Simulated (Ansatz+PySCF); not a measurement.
A calculation with PySCF 2.14.0.

```python
from pyscf import gto, scf, mp

mol = gto.M(atom="""
C 0.000000 0.000000 -0.329770
O 0.000000 1.222530 0.223090
O 0.000000 -1.222530 0.223090
H 0.000000 0.000000 -1.590870
""", basis='def2-svp', charge=-1, spin=0)
mf = scf.RHF(mol)
mf.kernel()
pt = mp.MP2(mf, frozen=3).run()
print(mf.e_tot, pt.e_corr, pt.e_tot)
```

The script is written out from the run's settings.

The run gave:

```
Converged          : yes
Reference energy   : -187.99232 hartree
Correlation energy : -0.51589 hartree
Total energy       : -188.50821 hartree
```

Caution: no diffuse functions for an anion.
